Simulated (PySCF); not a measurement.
Compound: C₂H₂ClN₃.
Atom-mapped SMILES: `[Cl:1][c:2]1[cH:3][n:4][n:5][nH:6]1` (hydrogens: H7 on C3; H8 on N6)

Method: PBE0-D3(BJ)/def2-SVP geometry optimisation, gas phase in PySCF 2.14.0; density fitting, grid level 1; the optimiser is geomeTRIC in internal coordinates, started from a GFN2-xTB structure with every atom displaced at random (about 0.01 Å).

Step 0: E = -19077.3557 eV
```
atom  x, y, z in Å  |  force x, y, z in eV/Å
Cl1     0.7415    2.0916    0.7831    0.163   0.461   0.164
C2      0.2368    0.6024    0.1872   -0.235   0.135   0.448
C3      0.5182   -0.0793   -0.9658    1.605   1.285  -1.157
N4     -0.1191   -1.2289   -0.9663   -1.543  -1.188   1.124
N5     -0.8273   -1.3181    0.1277   -0.065  -0.338   0.070
N6     -0.6155   -0.2091    0.8519    0.802  -0.514  -1.958
H7      1.1787    0.1933   -1.7986   -0.164   0.124   0.336
H8     -1.0459   -0.0536    1.7310   -0.563   0.035   0.974
```

Step 1: E = -19077.2343 eV
```
atom  x, y, z in Å  |  force x, y, z in eV/Å
Cl1     0.7237    2.1129    0.7553    0.075  -0.190   0.106
C2      0.2954    0.5541    0.2166    0.818   0.468   0.172
C3      0.5970   -0.1085   -0.9561   -1.350   0.569   0.623
N4     -0.1977   -1.2074   -0.9680    0.627  -0.692   0.011
N5     -0.8203   -1.3184    0.1443   -0.535  -0.652   0.125
N6     -0.4941   -0.2874    0.9296   -0.456   0.707  -0.894
H7      1.1245    0.2568   -1.8178    0.429   0.013  -0.319
H8     -1.1612   -0.0035    1.6464    0.391  -0.223   0.175
```

Step 2: E = -19077.2862 eV
```
atom  x, y, z in Å  |  force x, y, z in eV/Å
Cl1     0.7303    2.1232    0.8314    0.070  -0.278  -0.185
C2      0.3101    0.5976    0.2062   -0.232  -0.801  -0.006
C3      0.5569   -0.1041   -0.9495   -0.020   0.396  -1.027
N4     -0.1806   -1.2510   -0.9532    0.659   0.136  -0.044
N5     -0.8212   -1.3475    0.1541    0.342   0.689   0.181
N6     -0.4942   -0.2623    0.8738   -1.353   0.165   0.767
H7      1.1039    0.2333   -1.8244    0.218  -0.138  -0.014
H8     -1.1380    0.0093    1.6118    0.317  -0.169   0.328
```

Question: Estimate the geometry and energy of step 3. (The exact step hangs on the optimiser's Hessian estimate; all steps are aligned on step 2, rigid shifts and turns removed.)

Answer: E = -19077.3919 eV, largest force 0.653 eV/Å
```
atom  x, y, z in Å  |  force x, y, z in eV/Å
Cl1     0.7791    2.0878    0.7966   -0.027   0.064   0.052
C2      0.2698    0.5842    0.1996   -0.060   0.227  -0.063
C3      0.5330   -0.0689   -0.9835    0.036  -0.305   0.295
N4     -0.1220   -1.2609   -0.9327   -0.304   0.274  -0.102
N5     -0.8114   -1.3393    0.1537    0.257  -0.138   0.153
N6     -0.5577   -0.2449    0.8828   -0.178   0.096  -0.621
H7      1.1317    0.2510   -1.8362    0.032  -0.097   0.154
H8     -1.1551   -0.0105    1.6699    0.244  -0.120   0.132
```

The energy changes by -0.1057 eV. The first-order estimate −F·Δx gives -0.2508 eV and the mean of the old and new forces, exact on a quadratic surface, -0.1065 eV. The step makes an angle of 47° with the force vector and moves no atom by more than 0.070 Å.

What follows is the cost of the whole optimisation. The run took 31 s of wall time on one thread, Arm Neoverse V1 (aarch64) (shared host), and the process peaked at 0.41 GiB of memory.
